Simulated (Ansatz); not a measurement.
**CF2: rigid scan of one bond length in Python**

How does the energy of CF2 change as one bond is stretched? Aim: a rigid scan of one bond length, for CF2, run from a script. SMILES: F[C]F.

All numbers are computed with the Python package of Ansatz 0.2.0. Level of theory: Hartree-Fock/def2-SVP.

### Step 1. The system

Bond lengths: F1–C2 1.320 Å, C2–F3 1.320 Å. Angles: F1–C2–F3 118.3°.

The script holds or builds the structure itself.

### Step 2. The script

cf2_scan.py

```python
# -*- coding: utf-8 -*-
"""Stretching a bond of CF2, the rest held rigid."""

import warnings

import ansatz as az
import numpy as np

GEOMETRY = """
F     0.39694    1.03280    0.33277
C     0.32682   -0.27218    0.14973
F    -0.72376   -0.76062   -0.48250
"""


def main():
    warnings.simplefilter("ignore", az.DeckWarning)

    cf2 = az.Crystal.molecule()
    for line in GEOMETRY.strip().splitlines():
        symbol, *xyz = line.split()
        cf2 = cf2.atom(symbol, [float(v) for v in xyz])

    symbols = [site.symbol for site in cf2.cartesian_sites]
    start = np.array([site.position_ang for site in cf2.cartesian_sites])
    axis = (start[0] - start[1]) / np.linalg.norm(start[0] - start[1])
    moving = [0]
    lengths, energies = [1.12, 1.21, 1.32, 1.45, 1.65, 1.98, 2.38, 2.9], []
    for length in lengths:
        xyz = start.copy()
        xyz[moving] += (length - np.linalg.norm(start[0] - start[1])) * axis
        point = az.Crystal.molecule()
        for symbol, xyz in zip(symbols, xyz):
            point = point.atom(symbol, xyz.tolist())
        base = (
            point.calculation()
            .basis(gaussian="def2-SVP")
            .functional("hf")  # level of theory
            .spin("collinear")
        )
        summary = base.run().report
        energies.append(summary["free_energy_ev"])
        print(f"r = {length:6.3f} A  E = {energies[-1]:.5f} eV  <S^2> = {abs(summary['mean_field']['state']['spin_squared']):.3f}")

    print("energy above the lowest point (eV):", [round(e - min(energies), 3) for e in energies])


if __name__ == "__main__":
    main()
```

### Step 3. Launch

Launch:

```
> python cf2_scan.py
```

Without the output at hand: what should come out? Wanted: range of energy; lowest point, distance.

As calculated:

| quantity | value |
| --- | --- |
| runs compared | 8 |
| range of energy | 3.091 eV |
| lowest point, distance (Å) | 1.21 |

In words: The curve has its lowest point inside the range, at 1.21. The ends stand 0.668 and 3.09 eV above it. The distance scanned is the script's pair 1, 0. <S²> moves from 0.17 to 1.00: along the scan the mean field breaks spin symmetry. The rest of the molecule is held rigid at a force-field or estimated start geometry, and the basis set is modest; single-reference methods fail as a bond breaks.
